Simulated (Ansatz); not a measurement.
A made-up structure of CH$_{6}$NSi (charge +1), singlet:

```
9
angstrom
C 0.8006 0.3169 -0.2264
N -0.6631 0.2841 -0.6423
Si -0.3149 -0.6511 0.8885
H -0.8050 -0.1986 -1.5296
H -1.0993 1.2054 -0.6057
H 1.4755 -0.1648 -0.8867
H 1.1750 1.2672 0.0571
H -0.0235 -2.0867 0.7977
H -0.4644 0.0198 2.1852
```

It is relaxed with PBE-D4/def2-SVP and then PBE0-D4/def2-TZVP (Ansatz 0.2.0). Atoms count as bonded within 1.22 times the sum of their covalent radii (H–H: 0.88 Å). The end point is not checked to be a true minimum.

Task: Does its bonding change? (A judgement: the text doesn't fix the answer.)

Result: Computed: No: no bond forms or breaks.

Where it ends: The first stage lowers the energy by 0.50 eV in 7 steps. It ends as CH₆NSi ([CH2]1[NH2][SiH2]1), total charge +1:
```
9
angstrom
C 0.8772 0.3433 -0.2421
N -0.6027 0.2606 -0.5875
Si -0.0989 -0.6439 0.9462
H -0.8259 -0.2354 -1.4448
H -1.1136 1.1368 -0.5411
H 1.5034 -0.1392 -0.9845
H 1.1904 1.3533 -0.0014
H -0.2038 -2.0950 0.7529
H -0.6453 0.0115 2.1403
```

Labels in which every atom is bracketed show which atoms are joined, not bond orders.

For scale, one of the runs: PBE0-D4/def2-TZVP relaxation, 135 basis functions, launched by `ansatz run in.yaml --threads 2 --pin off --events-out ev --progress --plain --max-ram 4352MiB`. The run took about 7.5 s on 2 CPU threads of an AMD EPYC 9R45 (shared host).
